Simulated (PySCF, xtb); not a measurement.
O3. Atoms are numbered in the order given.

```xyz
3

O      0.0000     1.0634     0.2113
O      0.0000     0.0000    -0.4227
O      0.0000    -1.0634     0.2113
```

Geometry optimised at PBE0-D3(BJ)/def2-TZVP. The molecule may have multireference character, which single-reference levels describe poorly.

The numbers are results of C-PCM-M06-2X/def2-SVP (PySCF), not measurements.

The values are the electrostatic part of the solvation free energy, E(continuum) − E(gas) at the gas-phase geometry, in a cavity of scaled van der Waals radii (PySCF's table); cavitation and dispersion terms are not included. In vacuum the orbital gap is 7.96 eV. The dipole moment in vacuum is 0.70 D.

```json
[
 {"solvent": "water", "ε": "78.36", "ΔG(elec) (kcal/mol)": "-1.5", "dipole (D)": "0.79", "gap (eV)": "8.00"},
 {"solvent": "acetonitrile", "ε": "35.69", "ΔG(elec) (kcal/mol)": "-1.5", "dipole (D)": "0.79", "gap (eV)": "8.00"},
 {"solvent": "dimethylsulfoxide", "ε": "46.83", "ΔG(elec) (kcal/mol)": "-1.5", "dipole (D)": "0.79", "gap (eV)": "8.00"}
]
```

For comparison, GFN2-xTB/ALPB(water) (xtb, at the GFN2-xTB geometry, all terms of that model) gives 3.3 kcal/mol.
